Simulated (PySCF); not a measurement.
CFCl3.
SMILES with atom numbers: `[F:1][C:2]([Cl:3])([Cl:4])[Cl:5]`

Structure used (GFN2-xTB), in Å, numbered top down from 1:
```xyz
5
CCl3F angstrom
F      0.060   -0.141    1.396
C      0.005   -0.006    0.067
Cl    -0.458    1.661   -0.313
Cl     1.603   -0.371   -0.604
Cl    -1.201   -1.140   -0.563
```

The closed-shell ground state was solved at several levels (PySCF, density fitting, gas phase, non-relativistic).

| level | basis functions | total energy (Eh) | HOMO (eV) | LUMO (eV) | gap (eV) | dipole (D) |
| --- | --- | --- | --- | --- | --- | --- |
| revPBE/def2-TZVPP | 188 | -1518.3375 | -7.60 | -2.27 | 5.33 | 0.26 |
| HCTH407/def2-TZVPP | 188 | -1518.7896 | -7.89 | -2.51 | 5.38 | 0.30 |
| BHandHLYP/def2-TZVPP | 188 | -1518.5619 | -10.47 | -0.09 | 10.38 | 0.47 |
| LC-wPBE/def2-TZVPP | 188 | -1518.1722 | -12.00 | 1.26 | 13.26 | 0.38 |
| HSE06/def2-TZVPP | 188 | -1518.1080 | -8.73 | -1.68 | 7.05 | 0.37 |
| mPW1PW91/def2-TZVPP | 188 | -1518.6589 | -9.17 | -1.30 | 7.87 | 0.36 |
| wB97X/def2-TZVPP | 188 | -1518.5926 | -11.61 | 1.04 | 12.65 | 0.37 |
| wB97X-D/def2-TZVPP | 188 | -1518.5796 | -11.03 | 0.57 | 11.60 | 0.36 |
| OLYP/def2-TZVPP | 188 | -1518.6575 | -7.54 | -2.18 | 5.36 | 0.27 |
| B97-2/def2-TZVPP | 188 | -1518.6921 | -8.88 | -1.39 | 7.49 | 0.35 |

Q: What might CAM-B3LYP/def2-TZVPP (188 basis functions) give for the same quantities?

A: Total energy -1518.6289 Eh, HOMO -10.53 eV, LUMO -0.06 eV, gap 10.47 eV, dipole 0.42 D.

Q: Over all these levels, which gives the widest orbital gap and which the narrowest?

A: LC-wPBE/def2-TZVPP (range-separated hybrid) has the widest, 13.26 eV, and revPBE/def2-TZVPP (GGA) the narrowest, 5.33 eV. From the narrowest to the widest the HOMO moves by -4.40 eV and the LUMO by +3.53 eV.

Q: In the def2-TZVPP basis, how does the gap go with the fixed share of exact exchange?

A: revPBE (0 %) 5.33 eV; OLYP (0 %) 5.36 eV; HCTH407 (0 %) 5.38 eV; B97-2 (21 %) 7.49 eV; mPW1PW91 (25 %) 7.87 eV; BHandHLYP (50 %) 10.38 eV. Each rise in the share widens the gap here.

Q: How far do the dipole and the HOMO energy spread over the levels?

A: The dipole runs from 0.26 to 0.47 D (mean 0.35 D) and the HOMO from -12.00 to -7.54 eV.

Note: wB97X-D ran without an empirical dispersion term, which enters the total energy and its gradient alone.
